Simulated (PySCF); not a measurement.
Molecule: acetyl cation (SMILES CC#[O+]).

Bonds (- single, = double, # triple, : aromatic): C1-C2 1.420 Å, C2#O3 1.116 Å. C1 carries H4, H5, H6. Formal charges: O3 +1.

Total charge +1.

Spin–spin couplings on one PBE0-D3(BJ)/def2-SVP geometry, PySCF 2.14.0 with density-fitted response routines, gas phase, non-relativistic, equivalent pairs averaged; isotopes ¹³C, ¹H, ¹⁷O; functional B3LYP.

Q: How do the couplings (Hz) change with the basis set? Times are CPU seconds on shared hosts with different chips, so compare them loosely. Far from the basis limit: 6-31G-J, pcJ-0, 6-31G*, def2-TZVP, cc-pVTZ.

A: 
```tsv
basis set	functions	¹J(C1,H4)	¹J(C1,C2)	¹J(C2,O3)	²J(H4,H5)	²J(C2,H4)	²J(C1,O3)	³J(O3,H4)	core-s
6-31G-J	48	164.0	49.0	19.1	-24.5	-8.3	7.0	-2.9	1.7
pcJ-0	48	138.7	27.9	30.2	-20.9	-5.9	4.7	-0.8	1.5
6-31G*	48	165.9	61.5	-17.7	-21.9	-4.2	3.9	-3.7	1.3
pcJ-1	111	158.5	56.6	0.1	-21.6	-7.7	5.0	-2.8	4
def2-TZVP	111	149.6	51.8	6.0	-18.4	-7.5	5.4	-1.9	3
cc-pVTZ	132	139.5	53.0	-32.3	-17.8	-6.5	6.0	-1.2	3.5
aug-cc-pVTZ-J	198	159.3	51.9	3.1	-21.8	-8.1	5.3	-2.9	7.9
pcJ-2	225	157.5	51.0	1.8	-21.5	-8.0	5.2	-2.9	8.9
```

The Fermi-contact term samples the wavefunction at the nucleus, which is why sets with added tight s functions (names with J) are made for couplings.
